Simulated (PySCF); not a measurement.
**Broadened absorption spectrum of 3,4-dihydro-2H-pyran**

3,4-dihydro-2H-pyran, C5H8O.
Bonds: C1–C2 (double), C2–O3, O3–C4, C4–C5, C5–C6, C1–C6. Hydrogens: H7 on C1; H8 on C2; H9, H10 on C4; H11, H12 on C5; H13, H14 on C6.

Computed, not measured: TDDFT CAM-B3LYP/def2-SVPD, vertical, gas phase, core orbitals frozen in the response (PySCF). Geometry: PBE0-D3(BJ)/def2-SVP, one conformer, isolated molecule.

Broadening: Gaussians 0.5 eV wide at half height, area fixed by f = 4.319×10⁻⁹ ∫ε dν̃. The width is an assumption, not a result. The curve ends short of the highest state used, and states not computed would add to its high-energy end.

| E (eV) | ε (L mol⁻¹ cm⁻¹) |
| --- | --- |
| 5.25 | 2 |
| 5.32 | 7 |
| 5.38 | 17 |
| 5.44 | 36 |
| 5.51 | 83 |
| 5.57 | 153 |
| 5.64 | 285 |
| 5.70 | 445 |
| 5.76 | 645 |
| 5.83 | 906 |
| 5.89 | 1130 |
| 5.96 | 1374 |
| 6.02 | 1584 |
| 6.08 | 1846 |
| 6.15 | 2319 |
| 6.21 | 2954 |
| 6.28 | 3996 |
| 6.34 | 5075 |
| 6.40 | 6159 |
| 6.47 | 7144 |
| 6.53 | 7535 |
| 6.59 | 7415 |
| 6.66 | 6710 |
| 6.72 | 5825 |
| 6.79 | 4778 |
| 6.85 | 4073 |
| 6.91 | 3627 |
| 6.98 | 3392 |
| 7.04 | 3323 |
| 7.11 | 3244 |
| 7.17 | 3098 |
| 7.23 | 2869 |
| 7.30 | 2549 |
| 7.36 | 2297 |
| 7.42 | 2120 |
| 7.49 | 2040 |
| 7.55 | 2073 |
| 7.62 | 2198 |
| 7.68 | 2352 |
| 7.74 | 2534 |
| 7.81 | 2775 |
| 7.87 | 2994 |
| 7.94 | 3231 |
| 8.00 | 3371 |

Task: Locate the maxima and give the states behind the curve.

Result: 189 nm (6.55 eV), ε about 7600, made up of S2 (98%) (ε in L mol⁻¹ cm⁻¹; maxima over ε = 5, shares over 10%). At its high-energy end, 8.00 eV, the curve is still rising (ε about 3400, from S6, S7 and S8). The states used: S1 6.00 eV (f 0.023); S2 6.54 eV (f 0.137); S3 7.06 eV (f 0.028); S4 7.11 eV (f 0.019); S5 7.28 eV (f 0.013); S6 7.65 eV (f 0.026); S7 7.89 eV (f 0.014); S8 8.09 eV (f 0.043); S9 8.28 eV (f 0.011); S10 8.60 eV (f 0.0072).

Task: Coming from long wavelengths, where does ε first pass 100 L mol⁻¹ cm⁻¹?

Result: At about 224 nm (5.53 eV), 0.48 eV below S1.

Task: What would ε be at 6.55 eV, the highest of these maxima, with half the width (0.25 eV)?

Result: About 14700 L mol⁻¹ cm⁻¹ against 7550, a factor of about 1.95; a lone state at its own centre would give exactly 2.

Task: On this curve, what absorbance would a 10⁻⁴ mol/L sample give at 193 nm over a 1 cm path?

Result: 193 nm is 6.424 eV, where ε is about 6500 L mol⁻¹ cm⁻¹, so A = ε c l ≈ 0.65 (Beer–Lambert, with the gas-phase spectrum and the assumed width).

From S10 up the states lie above the vertical ionisation energy of 8.49 eV (ΔSCF), that is within the continuum, which a finite basis only mimics.
